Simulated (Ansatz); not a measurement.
**C4H5F: small, medium and large basis sets**

The task here is to estimate one member of a computed series from the others.

Program: Ansatz 0.2.0, Gaussian basis. Level of theory: one geometry, several basis sets. These are calculated values, not measurements.

Plan: PBE0-D4/def2-SVP; ωB97M-V/def2-SVP; PBE0-D4/def2-QZVPP; ωB97M-V/def2-QZVPP; the functionals' def2-TZVPP values are taken from earlier runs.

## Structure used throughout

All runs share one geometry, relaxed beforehand with PBE0-D4 in a triple-zeta def2 set.

SMILES `CC1=C(F)C1`, 10 atoms, charge 0, spin multiplicity 1.

Atoms are counted from 1 here; the program's logs count them from 0.

Bond lengths: C1–C2 1.466 Å, C1–H6 1.094 Å, C1–H7 1.094 Å, C1–H8 1.091 Å, C2–C3 1.280 Å, C2–C5 1.550 Å, C3–F4 1.313 Å, C3–C5 1.459 Å, C5–H9 1.093 Å, C5–H10 1.093 Å. Angles: C2–C1–H6 110.7°, C2–C1–H7 110.6°, C2–C1–H8 111.2°, H6–C1–H7 107.2°, H6–C1–H8 108.5°, H7–C1–H8 108.5°, C1–C2–C3 156.5°, C1–C2–C5 142.3°, C3–C2–C5 61.2°, C2–C3–F4 148.6°, C2–C3–C5 68.5°, F4–C3–C5 142.9°, C2–C5–C3 50.3°, C2–C5–H9 119.0°, C2–C5–H10 119.0°, C3–C5–H9 120.4°, C3–C5–H10 120.4°, H9–C5–H10 113.5°.

The first run:

in.yaml reads:

```yaml
crystal:
  periodic: [false, false, false]
  atoms:
    - {symbol: C, position_ang: [-1.416412, -0.454528, -0.159066]}
    - {symbol: C, position_ang: [0.013586, -0.133370, -0.137229]}
    - {symbol: C, position_ang: [1.240254, -0.212932, -0.495048]}
    - {symbol: F, position_ang: [2.148088, -0.755963, -1.272892]}
    - {symbol: C, position_ang: [1.058736, 0.759811, 0.577739]}
    - {symbol: H, position_ang: [-2.009264, 0.438866, -0.375213]}
    - {symbol: H, position_ang: [-1.742261, -0.830359, 0.815078]}
    - {symbol: H, position_ang: [-1.639277, -1.209739, -0.914349]}
    - {symbol: H, position_ang: [1.352765, 0.515673, 1.601920]}
    - {symbol: H, position_ang: [1.076884, 1.831339, 0.362060]}
basis:
  gaussian: {orbitals: def2-SVP}
hamiltonian: {xc: pbe0, dispersion: d4}
output: {orbitals: {seedname: orbitals}}
```

On the command line:

```console
> ansatz run in.yaml --threads 2 --pin off --events-out ev --progress --plain --max-ram 4352MiB
```

Among the steps run: PBE0-D4 in def2-SVP; ωB97M-V in def2-SVP; PBE0-D4 in def2-QZVPP; ωB97M-V in def2-QZVPP.

One of the session's tables, all rows but one given; the rest of the session is left out.

It belongs to the step «Functionals by basis». 

| functional | basis | HOMO (eV) | LUMO (eV) |
| --- | --- | --- | --- |
| PBE0-D4 | def2-SVP | -6.83 | 1.09 |
| PBE0-D4 | def2-TZVPP | -6.86 | 0.97 |
| PBE0-D4 | def2-QZVPP | ? | ? |
| ωB97M-V | def2-SVP | -9.03 | 3.34 |
| ωB97M-V | def2-TZVPP | -9.07 | 2.64 |
| ωB97M-V | def2-QZVPP | -9.09 | 1.70 |

Q: Estimate the row for PBE0-D4, def2-QZVPP from the others.

As computed: HOMO (eV): -6.88; LUMO (eV): 0.60. In the column «HOMO (eV)» it lies between ωB97M-V, def2-SVP (-9.03) and PBE0-D4, def2-TZVPP (-6.86).
